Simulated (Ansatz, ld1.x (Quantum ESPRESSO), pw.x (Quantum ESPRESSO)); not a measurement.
**From atom to crystal: TM potential for Cs (Z = 55)**

| Item | Value |
| --- | --- |
| Element | caesium |
| Generator | ld1.x (Quantum ESPRESSO) 7.5 |
| Type | norm-conserving Troullier–Martins (Kleinman–Bylander form) |
| Functional | LDA (PW92) |
| Relativity | scalar-relativistic |
| Frozen core | [Xe] |
| Valence charge | 1 |
| Reference configuration | 5d1 6s0 6p0 |
| Partial waves | 6s (bound, empty): rc 3.40 bohr; 6p (bound, empty): rc 4.00 bohr; 5d (bound): rc 4.20 bohr |
| Local potential | all-electron potential smoothed inside 4.05 bohr (lloc = -1) |
| Core correction | none |

Crystal test: diamond Cs in pw.x 7.5, no spin, 8³ k-points, Fermi–Dirac smearing 0.01 Ry, cutoffs 35/140 Ry. The reference is all-electron LAPW (Ansatz 0.2.0) with the same functional, mesh and smearing; V0 and B0 come from Birch–Murnaghan fits to the pressures at five volumes. Errors are pseudo minus all-electron; Δ is the rms difference of the E(V) curves that follow from these fits, minima aligned, over ±6 % about the mean V0. Mesh and smearing are coarse, so the numbers serve the comparison and aren't converged zero-temperature values; the lattice is a test structure that the element need not adopt.

All-electron: a0 = 10.720 Å (V0 = 153.97 Å³/atom), B0 = 0.8 GPa.

**Question.** How far does the potential miss the all-electron equation of state?

**Answer.** mean pressure error (GPa): -0.08. The pressure does not cross zero within the volumes sampled, so no fit is given. This is a poor potential for the solid. Note: ghost state, extra bound levels that the all-electron valence spectrum of the same l lacks: s at -0.72 eV. A true bound ghost makes a file unfit for plane-wave use. Atomic configuration tests: 3 of 6 tests not solved or not reliable. The logarithmic derivative shows an extra or strongly shifted pseudo pole above the reference energy (s near -0.06 Ry).

| V (Å³/atom) | P all-electron (GPa) | P pseudo (GPa) |
| --- | --- | --- |
| 146.579 | 0.04 | -0.04 |
| 150.437 | 0.02 | -0.06 |
| 154.294 | -0.00 | -0.08 |
| 158.151 | -0.02 | -0.10 |
| 162.009 | -0.04 | -0.12 |

**Question.** At the middle volume, how do free energy and pressure move when the wave cutoff is lowered (ecutrho kept at four times it)?

**Answer.**

| cutoff (Ry) | shift of F (meV/atom) | shift of P (GPa) |
| --- | --- | --- |
| 16 | +1.4 | -0.00 |
| 21 | +0.5 | -0.00 |
| 28 | +0.2 | -0.00 |

The run at the middle volume (29 k-points, 13 iterations) took about 56 s on one core of a shared host (Neoverse-V1, 32 threads, 247 GiB, load 15).
